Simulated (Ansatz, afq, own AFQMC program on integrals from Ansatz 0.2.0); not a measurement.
## Where AFQMC and coupled cluster stand for CPO, doublet

```xyz
3

O     0.0000    0.0000   -1.5438
C     0.0000    0.0000   -0.3871
P     0.0000    0.0000    1.9309
```

Connectivity, by distances: P ··· O–C.

Basis cc-pVDZ. Noble-gas cores (and the filled d shells of Ga–Kr and In–Xe) are frozen. Ansatz 0.2.0 and our own AFQMC program on the same integrals; the CISD trial comes from CCSD amplitudes, and released means the phaseless constraint is let go. ± is one standard error of the sampling.

Determinant: ROHF, the one that the program's search chose, which needn't be the lowest solution. The geometry is a point of a scan.

No full CI on the walks' own integrals is used here; CCSDT(Q) serves as the reference and is uncertain by about the last step of the cluster series.

Cautions: higher spins were not checked; a spin-contaminated unrestricted determinant lies lower (UHF 276 meV lower, ⟨S²⟩ 1.35); the released energies get too noisy after the second time (errors over twice the walk's own, or jumping), so no released level is given (meV from the phaseless value at times in 1/Eh: -26 ± 59 at 0.24, -46 ± 38 at 0.51, 53 ± 78 at 0.99, -141 ± 102 at 1.62, -29 ± 113 at 2.40), though the last usable value meets CCSDT(Q) within the noise.

```
T1 diagnostic                               : 0.0279
weight of the determinant in the CISD state : 0.823
size of the correlated space                : 15 electrons in 39 orbitals
```

```
  level  correlation energy (eV)
    MP2                 -10.3643
   CCSD                 -11.0326
CCSD(T)                 -11.4877
```

Problem. Estimate where phaseless AFQMC with a CISD trial lies against CCSD(T) on the same integrals.

Solution. 1.78 ± 0.78 kcal/mol below CCSD(T).

Reference: CCSDT(Q), correlation energy -11.576 eV.

```
        level  E − E(reference) (kcal/mol)  share of correlation (%)
      CCSD(T)                         2.03                     99.24
        CCSDT                         1.02                     99.62
  ph-AFQMC/HF                  4.98 ± 2.12                     98.13
ph-AFQMC/CISD                  0.25 ± 0.78                     99.91
```

A walk keeps the symmetry of its determinant, which the program's search chose and which needn't be the lowest solution, so a lower state of the same spin and another symmetry isn't excluded.
